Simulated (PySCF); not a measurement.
**Stretching CO**

Set-up: basis C def2-TZVPP, O def2-TZVPP; no relativity; PySCF 2.14. Energies in eV from C + O in their ground configurations at the same level. State: ¹Σ⁺ (singlet), closed shell.

All columns are PBE0. A positive dipole means C(−)O(+).

| R (Å) | E (eV) | μ (D) | Mulliken charge on C (basis-dependent) | HOMO (eV) | LUMO (eV) | Mayer bond order | ⟨S²⟩ |
| --- | --- | --- | --- | --- | --- | --- | --- |
| 0.968 | -8.823 | 0.66 | -0.27 | -10.24 | 1.10 | 2.60 | 0.00 |
| 1.012 | -10.059 | 0.51 | -0.18 | -10.39 | 0.58 | 2.55 | 0.00 |
| 1.058 | -10.754 | 0.36 | -0.10 | -10.53 | 0.08 | 2.50 | 0.00 |
| 1.091 | -11.005 | 0.24 | -0.05 | -10.63 | -0.29 | 2.47 | 0.00 |
| 1.125 | -11.075 | 0.12 | 0.00 | -10.72 | -0.64 | 2.44 | 0.00 |
| 1.159 | -11.002 | 0.00 | 0.04 | -10.80 | -0.98 | 2.41 | 0.00 |
| 1.204 | -10.734 | -0.17 | 0.09 | -10.89 | -1.40 | 2.38 | 0.00 |
| 1.260 | -10.204 | -0.37 | 0.14 | -10.98 | -1.90 | 2.36 | 0.00 |
| 1.327 | -9.387 | -0.63 | 0.18 | -11.05 | -2.43 | 2.35 | 0.00 |
| 1.417 | -8.142 | -0.96 | 0.21 | -11.07 | -3.05 | 2.34 | 0.00 |

A fit through these points gives, at Re = 1.123 Å, μ = 0.13 D and dμ/dR = -3.59 D/Å; the reduced mass is 6.856 u.

**Question.** How strong is the fundamental in the double-harmonic approximation, I = 42.26·(dμ/dR)²/μred km/mol?

**Answer.** I = 42.26·(-3.59)²/6.856 = 79.4 km/mol at PBE0.
